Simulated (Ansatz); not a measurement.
## Which is lower?

Two relaxed structures of AlH4S2 (charge +1), singlet (PBE0-D4/def2-TZVP; forces vanish, vibrations not checked).

A:

Al1  (0.752, 0.178, 0.267)
S2  (-0.288, -0.169, 2.093)
S3  (-0.958, 0.585, -1.379)
H4  (-1.860, -0.323, -0.950)
H5  (-0.471, -0.203, -2.361)
H6  (0.854, -0.298, 2.800)
H7  (2.156, 0.302, -0.394)
(Å)

B:

```xyz
7
angstrom
Al -0.8648 0.1337 -0.8683
S -0.2804 -0.1441 1.5083
S 0.9351 -1.2175 0.1325
H -2.0239 -0.8811 -1.1002
H -0.2028 1.4702 -1.3271
H 0.5173 0.9385 1.6224
H 1.9195 -0.2996 0.0324
```

Computed with Ansatz 0.2.0 (basis: def2-TZVPP); correlated methods freeze the cores. B3LYP uses VWN-RPA correlation.

Question: Which structure is lower at CCSD(T), and by how much? (An estimate is asked for; the value comes from the calculation.)

Answer: By the calculation: A, by 35.04 kcal/mol (electronic energy, against the other). By their contacts, A is AlH₄S₂ ([SH][AlH][SH2]), total charge +1 and B is AlH₄S₂ ([AlH2]1[SH][SH]1), total charge +1.

All methods give the same order:

| method | E(B) − E(A) (kcal/mol) |
| --- | --- |
| PBE-D4 | 31.47 |
| r2SCAN-D4 | 34.15 |
| PBE0-D4 | 33.19 |
| B3LYP-D4 | 33.67 |
| wB97M-V | 33.08 |
| HF | 39.08 |
| MP2 | 35.87 |
| CCSD | 35.93 |
| CCSD(T) | 35.04 |

No T1 diagnostic of these runs exceeds 0.012.

Labels in which every atom is bracketed show which atoms are joined, not bond orders.

For scale, one of the runs: CCSD(T)/def2-TZVPP, 182 basis functions, launched by `ansatz run in.yaml --threads 2 --pin off --events-out ev --progress --plain --max-ram 4352MiB`. The run took 22 s on 2 CPU threads of an Intel Xeon Platinum 8259CL (shared host), with 1.5 GiB of host memory at its peak.
